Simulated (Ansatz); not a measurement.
Consider the isomerisation: `OC#CCO` → `C1=COCO1`.

Program: Ansatz. Geometries: PBE0-D4/def2-TZVP. ΔE: electronic, gas phase. CBS: MP2 limit from def2 TZ/QZ plus the TZ coupled-cluster correction, frozen cores. Functionals use def2-TZVPP. One conformer a species, not always the lowest.

`OC#CCO`:

Cartesian coordinates in Å:
```
O -2.581 0.933 -0.066
C -1.327 0.593 0.022
C -0.162 0.303 0.039
C 1.243 -0.078 0.030
O 1.463 -1.463 -0.150
H -3.028 0.779 0.775
H 1.707 0.177 0.986
H 1.762 0.505 -0.744
H 0.922 -1.750 -0.891
```

`C1=COCO1`:

```xyz
9

C     0.895    0.497   -0.514
C    -0.149    1.136   -0.011
O    -0.928    0.269    0.722
C    -0.452   -1.007    0.341
O     0.865   -0.828   -0.142
H     1.739    0.837   -1.089
H    -0.442    2.172   -0.038
H    -0.445   -1.674    1.203
H    -1.085   -1.403   -0.471
```

```
        level  ΔE (kJ/mol)
   r2SCAN0-D4       -108.4
      r2SCAN0       -107.9
    CAM-B3LYP       -100.4
MP2/CBS(def2)        -86.0
```

(1) What does CCSD(T)/CBS give? (Estimate.)

Largest T1 diagnostic among the species: 0.014.

Results:

(1) The calculation gave: -96.8 kJ/mol. The listed levels differ from it by -11.6, -11.1, -3.6, 10.8 kJ/mol.

At CCSD(T), def2-SVP lies −9.7 kJ/mol from the extrapolated value and def2-TZVPP −3.3 kJ/mol. From PBE to PBE0 (25 % exact exchange), in def2-TZVPP and without D4, ΔE moves by −4.8 kJ/mol. The D4 term adds −4.6 kJ/mol with B3LYP and −2.1 kJ/mol with PBE0; it sums over pairs of atoms, weighted by their polarisabilities, and B3LYP, whose exchange is more repulsive, gets the larger term.

B3LYP here is the variant with VWN-RPA as its local correlation; programs differ in this.
